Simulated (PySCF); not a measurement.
## Computed properties of methanethiol (CH4S), SMILES CS

methanethiol (CH4S), SMILES CS. The structure is a stationary point at B3LYP-D3(BJ)/def2-TZVP. Other conformers were not sampled. All values are computed for the isolated molecule unless a solvent is named; none is compared with measurement here.

**Structure.** The optimised structure has Cs symmetry. All 12 harmonic modes at B3LYP-D3(BJ)/def2-TZVP (PySCF) are real, so it is a minimum.

**Vibrations.** The strongest infrared lines (harmonic, unscaled, degenerate partners summed) lie at 3053 cm⁻¹ (25 km/mol, H 98 %), 240 cm⁻¹ (14 km/mol, H 98 %), 1099 cm⁻¹ (12 km/mol, H 81 %, C 15 %). The softest mode is at 240 cm⁻¹ and the zero-point energy is 28.8 kcal/mol.

**Electronic structure.** r2SCAN/def2-TZVPD (PySCF) places the frontier levels at -5.83 and -0.27 eV, a gap of 5.56 eV, and gives a dipole moment of 1.60 D and a mean polarisability of 37.1 bohr³. PBE/def2-TZVPD (PySCF) at the same geometry gives -5.60 and -0.77 eV, so its gap is 0.73 eV narrower. An orbital gap is neither the optical nor the fundamental gap.

**Excitations.** TDDFT-M06-2X/def2-TZVPD (PySCF) has S1 at 5.19 eV (239 nm, f = 0.002, dark); the most intense of the 10 singlets computed lies at 8.67 eV (f = 0.11). T1 (TDA) is at 4.93 eV. TDDFT-PBE/def2-TZVPD (PySCF) puts S1 at 4.92 eV. No vertical singlet excitation falls in the visible range (under 3.1 eV).

**NMR.** GIAO shifts at B3LYP/pcSseg-2 (PySCF) (non-relativistic, atoms alike by connectivity averaged): ¹³C at 12.8 ppm against TMS; ¹H from 1.5 to 2.1 ppm against TMS.

**Solvation.** SMD-ωB97X/6-31G* (PySCF) gives -1.2 kcal/mol in water, -3.7 kcal/mol in ethanol, -3.2 kcal/mol in ethylethanoate (1 M in both phases, gas-phase geometry); of these solvents ethanol holds the molecule best.
